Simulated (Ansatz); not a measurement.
Relaxation of BH6N (8 atoms, charge 0, multiplicity 1), to a largest force component of 0.03 eV/Å in at most 50 steps.

These are results of Ansatz 0.2.0, RKS PBE0-D4/def2-SVP, not measurements.

```xyz
8
Properties=species:S:1:pos:R:3
B 0.090 -0.522 -0.205
H -0.178 0.399 1.994
H 1.122 0.103 -0.256
H -0.964 -0.082 -0.600
N 0.127 -1.903 0.283
H -0.695 -2.493 0.324
H 0.982 -2.354 0.578
H -0.168 -0.311 1.879
```

**Question.** Where does it end, and by what steps?

**Answer.** The run converged. The force dipped under the threshold on the way, but the program's further checks kept it going. After 20 steps the energy has fallen by 0.368 eV; H2 moved furthest, 1.36 Å.

| step | energy less start (eV) | largest force component (eV/Å) | accepted |
| --- | --- | --- | --- |
| 0 | 0.0000 | 2.538 | yes |
| 1 | -0.2304 | 1.072 | yes |
| 2 | -0.3040 | 0.286 | yes |
| 3 | -0.3353 | 0.126 | yes |
| 4 | -0.3407 | 0.191 | yes |
| 5 | -0.3472 | 0.047 | yes |
| 6 | -0.3499 | 0.085 | yes |
| 7 | -0.3469 | 0.448 | no |
| 8 | -0.3529 | 0.020 | yes |
| 9 | -0.3554 | 0.139 | yes |
| 10 | -0.3556 | 0.350 | yes |
| 11 | -0.3576 | 0.342 | yes |
| 12 | -0.3635 | 0.067 | yes |
| 13 | -0.3649 | 0.017 | yes |
| 14 | -0.3658 | 0.158 | yes |
| 15 | -0.3665 | 0.086 | yes |
| 16 | -0.3670 | 0.011 | yes |
| 17 | -0.3674 | 0.037 | yes |
| 18 | -0.3676 | 0.060 | yes |
| 19 | -0.3676 | 0.058 | yes |
| 20 | -0.3677 | 0.002 | yes |

```xyz
8
Properties=species:S:1:pos:R:3
B 0.188 -0.761 -0.854
H -0.351 0.061 3.305
H 1.265 -0.325 -1.192
H -0.829 -0.482 -1.446
N 0.118 -1.606 0.247
H -0.747 -2.015 0.578
H 0.929 -1.889 0.782
H -0.256 -0.145 2.577
```

Whether the end is a true minimum wasn't checked by a vibrational analysis.

Time of the run: 26 s on 1 thread of Arm Neoverse V1 (shared host), peak memory 0.11 GiB.
